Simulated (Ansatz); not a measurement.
A made-up structure of AlBH4O, closed shell:

B1  (-1.298, 0.449, -0.680)
Al2  (0.362, -0.012, 0.558)
O3  (1.633, -0.879, -0.171)
H4  (-2.252, -0.273, -0.782)
H5  (-1.371, 1.462, -1.318)
H6  (1.622, -1.378, -1.003)
H7  (2.425, -1.136, 0.298)
(Å)

It is relaxed with PBE-D4/def2-SVP and then PBE0-D4/def2-TZVP (Ansatz 0.2.0). Atoms count as bonded within 1.22 times the sum of their covalent radii (H–H: 0.88 Å). The end point is not checked to be a true minimum.

Q: Does its bonding change? (A judgement: the text doesn't fix the answer.)

A: Computed: No: no bond forms or breaks.

Where it ends: The first stage lowers the energy by 0.90 eV in 12 steps. It ends as AlBH₄O ([BH2][Al][OH2]):
```
7
angstrom
B -1.2013 0.3629 -0.7181
Al 0.2335 0.1870 0.9047
O 1.5759 -0.9878 -0.1795
H -2.2321 -0.2682 -0.7418
H -1.2552 1.3371 -1.4332
H 1.5627 -1.1941 -1.1190
H 2.4368 -1.2039 0.1886
```

Labels in which every atom is bracketed show which atoms are joined, not bond orders.

For scale, one of the runs: PBE0-D4/def2-TZVP relaxation, 123 basis functions, launched by `ansatz run in.yaml --threads 2 --pin off --events-out ev --progress --plain --max-ram 4352MiB`. Hardware: 2 CPU threads of an Arm Neoverse V1, shared host. Wall time about 39 s.
